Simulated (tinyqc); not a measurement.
MP2 on RHF in the sto-3g basis, for LiH, spin multiplicity 1, step by step. One step of it, computed by the program tinyqc.

Problem. Integrals over molecular orbitals. (pq|rs) = sum C_ip C_jq C_kr C_ls (ij|kl), one index at a time.

coefficients C:
```
               MO1        MO2        MO3        MO4       MO5        MO6
1Li 1s    0.991202  -0.170046  -0.209477   0.000000  0.000000   0.087814
1Li 2s    0.032441   0.451387   0.800239   0.000000  0.000000  -0.720062
1Li 2px   0.000000   0.000000   0.000000  -0.515655  0.856796   0.000000
1Li 2py   0.000000   0.000000   0.000000   0.856796  0.515655   0.000000
1Li 2pz  -0.006655   0.347528  -0.612543   0.000000  0.000000  -0.992614
2H 1s     0.005401   0.546696  -0.137173   0.000000  0.000000   1.207230
```

core Hamiltonian H = T + V (hartree), lower triangle:
```
            1Li 1s     1Li 2s    1Li 2px    1Li 2py    1Li 2pz      2H 1s
1Li 1s   -4.745965
1Li 2s   -1.066529  -1.400618
1Li 2px   0.000000   0.000000  -1.139855
1Li 2py   0.000000   0.000000   0.000000  -1.139855
1Li 2pz  -0.016996  -0.124503   0.000000   0.000000  -1.239944
2H 1s    -0.331898  -0.720271   0.000000   0.000000  -0.859774  -1.482969
```

Two-electron integrals (ij|kl) in chemists' order, unique and non-zero (hartree):
```
(11|11) 1.680395   (21|11) 0.265420   (21|21) 0.049941   (22|11) 0.397727
(22|21) 0.092860   (22|22) 0.290562   (31|31) 0.008981   (32|31) 0.013788
(32|32) 0.064184   (33|11) 0.396640   (33|21) 0.092880   (33|22) 0.290497
(33|33) 0.312946   (41|41) 0.008981   (42|41) 0.013788   (42|42) 0.064184
(43|43) 0.016869   (44|11) 0.396640   (44|21) 0.092880   (44|22) 0.290497
(44|33) 0.279207   (44|44) 0.312946   (51|51) 0.008981   (52|51) 0.013788
(52|52) 0.064184   (53|53) 0.016869   (54|54) 0.016869   (55|11) 0.396640
(55|21) 0.092880   (55|22) 0.290497   (55|33) 0.279207   (55|44) 0.279207
(55|55) 0.312946   (61|11) 0.078186   (61|21) 0.014779   (61|22) 0.027925
(61|33) 0.027596   (61|44) 0.027596   (61|51) 0.001745   (61|52) 0.003359
(61|55) 0.028597   (61|61) 0.004780   (62|11) 0.157532   (62|21) 0.037094
(62|22) 0.119685   (62|33) 0.113873   (62|44) 0.113873   (62|51) 0.006068
(62|52) 0.034508   (62|55) 0.131181   (62|61) 0.013051   (62|62) 0.078070
(63|31) 0.003230   (63|32) 0.014329   (63|53) 0.005538   (63|63) 0.006114
(64|41) 0.003230   (64|42) 0.014329   (64|54) 0.005538   (64|64) 0.006114
(65|11) 0.187804   (65|21) 0.044747   (65|22) 0.150109   (65|33) 0.140145
(65|44) 0.140145   (65|51) 0.009461   (65|52) 0.052771   (65|55) 0.169849
(65|61) 0.016486   (65|62) 0.107902   (65|65) 0.151807   (66|11) 0.338341
(66|21) 0.081151   (66|22) 0.285035   (66|33) 0.260490   (66|44) 0.260490
(66|51) 0.015951   (66|52) 0.107010   (66|55) 0.333682   (66|61) 0.030086
(66|62) 0.228818   (66|65) 0.329537   (66|66) 0.774606
```

Give: one-electron integrals over orbitals h = C^T H C; Two-electron integrals over orbitals.

Solution.

one-electron integrals over orbitals h = C^T H C (hartree), lower triangle:
```
        1       2       3       4       5       6
1  -4.736
2   0.107  -1.509
3   0.167   0.034  -1.128
4   0.000   0.000   0.000  -1.140
5   0.000   0.000   0.000   0.000  -1.140
6  -0.031  -0.065   0.031   0.000   0.000  -0.943
```

Two-electron integrals over orbitals (pq|rs), unique and non-zero (hartree):
```
(11|11) 1.658       (21|11) -0.114      (21|21) 0.014       (22|11) 0.372
(22|21) 0.007       (22|22) 0.490       (31|11) -0.138      (31|21) 0.011
(31|22) -0.016      (31|31) 0.022       (32|11) 0.013       (32|21) -3.47e-03
(32|22) -0.048      (32|31) 2.01e-04    (32|32) 0.013       (33|11) 0.396
(33|21) -0.011      (33|22) 0.225       (33|31) 1.90e-03    (33|32) 0.007
(33|33) 0.338       (41|41) 0.010       (42|41) 0.008       (42|42) 0.024
(43|41) 0.010       (43|42) 0.019       (43|43) 0.041       (44|11) 0.396
(44|21) -4.45e-03   (44|22) 0.272       (44|31) -4.96e-03   (44|32) 0.005
(44|33) 0.282       (44|44) 0.313       (51|51) 0.010       (52|51) 0.008
(52|52) 0.024       (53|51) 0.010       (53|52) 0.019       (53|53) 0.041
(54|54) 0.017       (55|11) 0.396       (55|21) -4.45e-03   (55|22) 0.272
(55|31) -4.96e-03   (55|32) 0.005       (55|33) 0.282       (55|44) 0.279
(55|55) 0.313       (61|11) 0.049       (61|21) -0.009      (61|22) -0.007
(61|31) -1.93e-03   (61|32) 1.51e-03    (61|33) 0.010       (61|44) 4.29e-04
(61|55) 4.29e-04    (61|61) 0.008       (62|11) -0.036      (62|21) 0.005
(62|22) 0.129       (62|31) 3.79e-05    (62|32) -0.034      (62|33) -0.011
(62|44) -0.014      (62|55) -0.014      (62|61) 2.13e-04    (62|62) 0.123
(63|11) 0.018       (63|21) -3.90e-03   (63|22) -0.051      (63|31) 4.44e-03
(63|32) 0.009       (63|33) 0.036       (63|44) 1.87e-03    (63|55) 1.87e-03
(63|61) 4.27e-03    (63|62) -0.032      (63|63) 0.026       (64|41) -0.006
(64|42) -0.020      (64|43) -0.014      (64|64) 0.020       (65|51) -0.006
(65|52) -0.020      (65|53) -0.014      (65|65) 0.020       (66|11) 0.362
(66|21) 3.68e-03    (66|22) 0.455       (66|31) -0.011      (66|32) -0.043
(66|33) 0.242       (66|44) 0.269       (66|55) 0.269       (66|61) -2.70e-03
(66|62) 0.137       (66|63) -0.044      (66|66) 0.455
```
